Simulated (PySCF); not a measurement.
**How well do the runs reproduce experiment for CS?**

**The experiment to reproduce.**

NIST CCCBDB Release 22 (SRD 101), experimental dipoles lists, for the gas: dipole moment (microwave Stark effect, vibrational ground state) 1.958 ± 0.005 D.

From Liu, Meijer, Perez-Rios, Phys. Chem. Chem. Phys. 22 (2020) 24191, for the gas: dipole moment 1.958 D.

NIST CCCBDB lists, for the gas: adiabatic first ionisation energy 11.33 eV.

How close the calculation comes is told at the end.

Compound: CS.
Numbering: `[C-:1]#[S+:2]`

Cartesian coordinates in Å at the PBE0-D3(BJ)/def2-TZVP level; atoms count from 1:
```xyz
2
CS angstrom
C     -0.6968   -0.2988    0.0713
S      0.7143    0.2700   -0.0835
```

The PySCF runs (gas phase, on this PBE0-D3(BJ)/def2-TZVP geometry; no spin–orbit coupling):

```csv
level,job,basis functions,wall time
"PBE0-D3(BJ)/def2-TZVP, grid level 2",geometry optimisation from a GFN2-xTB start shaken at random,68,7.3 s
B97-2/pcSseg-2,shieldings,79,1.5 s
KT3/pcSseg-2,shieldings,79,2.1 s
PBE0/pcSseg-2,"shieldings, charges and field gradients, density and orbital grids written",79,4.0 s
wB97X-D/pcSseg-2,shieldings,79,1.9 s
CAM-B3LYP/aug-cc-pVTZ,"10 singlets by full TDDFT, 4 Tamm–Dancoff triplets, polarisability",96,2.6 s
PBE0/aug-cc-pVTZ,"10 singlets by full TDDFT, 4 Tamm–Dancoff triplets, polarisability, dynamic polarisability, density and orbital grids written",96,3.4 s
wB97X-D/aug-cc-pVTZ,"10 singlets by full TDDFT, 4 Tamm–Dancoff triplets, polarisability, ΔSCF ions",96,13 s
```

Hardware: one thread, Arm Neoverse N1 (aarch64), no GPU, shared host.

**Comparison with experiment**

**Dipole moment.** Measured: 1.958 D (NIST CCCBDB Release 22 (SRD 101), experimental dipoles) and 1.958 D (Liu, Meijer, Perez-Rios, Phys. Chem. Chem. Phys. 22 (2020) 24191). Differences are taken against the first.

```
                level  computed (D)  computed − measured (D)  % (from the printed values)
PBE0-D3(BJ)/def2-TZVP         1.928                   -0.030                           -2
       B97-2/pcSseg-2         1.836                   -0.122                           -6
         KT3/pcSseg-2         1.766                   -0.192                          -10
        PBE0/pcSseg-2         1.871                   -0.087                           -4
     wB97X-D/pcSseg-2         1.851                   -0.107                           -5
CAM-B3LYP/aug-cc-pVTZ         1.955                   -0.003                            0
     PBE0/aug-cc-pVTZ         1.922                   -0.036                           -2
  wB97X-D/aug-cc-pVTZ         1.911                   -0.047                           -2
```

Closest is CAM-B3LYP/aug-cc-pVTZ (-0.003 D), furthest KT3/pcSseg-2 (-0.192 D); one molecule doesn't rank methods. All 8 levels lie below the measurement. The computed dipoles belong to one fixed geometry; measured ones are averaged over vibrations unless marked μe. Magnitudes are compared, not signs.

**Adiabatic first ionisation energy.** Measured: 11.33 eV (NIST CCCBDB).

| level | computed (eV) | computed − measured (eV) |
| --- | --- | --- |
| ΔSCF wB97X-D/aug-cc-pVTZ | 11.48 | +0.15 |
| −ε(HOMO) CAM-B3LYP/aug-cc-pVTZ | 10.42 | -0.91 |
| −ε(HOMO) PBE0/aug-cc-pVTZ | 8.91 | -2.42 |
| −ε(HOMO) wB97X-D/aug-cc-pVTZ | 10.91 | -0.42 |
| −ε(HOMO) B97-2/pcSseg-2 | 8.64 | -2.69 |

The computed energies are vertical, the measured one adiabatic: relaxation of the ion and zero-point energies lie between them and weren't computed. Orbital energies are listed beside them and aren't ranked. Spin–orbit splitting of the ion isn't included.

The geometry is computed, not the measured one. Where a level misses, the cause wasn't examined.
